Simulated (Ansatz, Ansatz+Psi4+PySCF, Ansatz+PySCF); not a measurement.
```xyz
2

Be    0.0000    0.0000    0.2697
H     0.0000    0.0000   -1.0786
```

Basis set: cc-pVTZ on H; cc-pCVTZ on Be (spherical functions). All electrons are correlated. Correlation on ROHF uses semicanonical orbitals with singles. Charge 0, multiplicity 2.

Computed with Ansatz (development build ahead of 0.2.0); free ground-state atoms in the same class of orbitals, no zero-point energy, no relativity.

The atomization energy of doublet BeH from measured heats of formation, zero-point and thermal terms removed is 2.165 eV (G2/97 set, Curtiss et al., J. Chem. Phys. 106, 1063 (1997), as shipped with ASE); it holds spin-orbit and other relativistic effects.

**Question.** How far do UHF-CCSD(T), ROHF-CCSD(T), UHF-MP2, ROHF-MP2 miss it in this basis?

**Answer.**

| method | atomization energy (eV) | computed − measured (eV) |
| --- | --- | --- |
| UHF-CCSD(T) | 2.128 | -0.037 |
| ROHF-CCSD(T) | 2.127 | -0.038 |
| UHF-MP2 | 2.398 | 0.233 |
| ROHF-MP2 | 2.295 | 0.130 |
